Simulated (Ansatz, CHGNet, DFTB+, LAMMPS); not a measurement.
## How well does each level of theory give the elastic constant C11 of hcp Zr?

Reference value: 155 GPa (measured, 4 K, not corrected to a static lattice; as tabulated in Clouet (2012), arXiv:1210.1082).

```
level (code)            value (GPa)  cell (Å³/atom)  difference (%)
----------------------  -----------  --------------  --------------
COMB comb (LAMMPS)              154           22.76            -0.6
GFN1-xTB (DFTB+)               48.0           41.08             -69
CHGNet-r²SCAN (CHGNet)         98.3           23.38             -37
LDA (Ansatz)                    141           21.78            -9.0
PBE (Ansatz)                    143           23.39            -7.7
r²SCAN (Ansatz)                 153           23.50            -1.3
HSE06 (Ansatz)                  164           23.49            +5.8
```

Leaving aside COMB comb, which can be fitted to such values or carry a doubt: Nearest, and too close to rank with a margin of 5.0 % (twice that across the reference) picked here for doubts on the reference and the settings, and for temperature and zero-point motion: r²SCAN (-1.3 %), HSE06 (+5.8 %). GFN1-xTB (-69 %) lies farthest from it. Within 10 %: LDA, PBE, r²SCAN, HSE06. The lowest first-principles rung that does so: DFT without exact exchange (LDA, PBE, r²SCAN).

The measured value isn't corrected to a static lattice, so vibrations enter the comparison.  GFN1-xTB: the relaxed volume lies over a fifth from the starting cell. GFN1-xTB: the method was fitted mainly to molecules. HSE06: hybrids on metals are sensitive to the k mesh. Each level is taken at its own relaxed cell. Cutoffs and k meshes differ between the levels. Ansatz's density-functional and Hartree–Fock values are scalar-relativistic unless marked +SOC, with PAW data made under PBE.

Empirical potentials (COMB comb) are fitted to chosen data, which need not cover the solid at hand: agreement can be built in, and what lay outside the fit can be far off. Machine-learned potentials (CHGNet-r²SCAN) are trained on DFT data, which may include these solids.

Differences are worked out from the printed values.

Ansatz is a program for electronic structure.
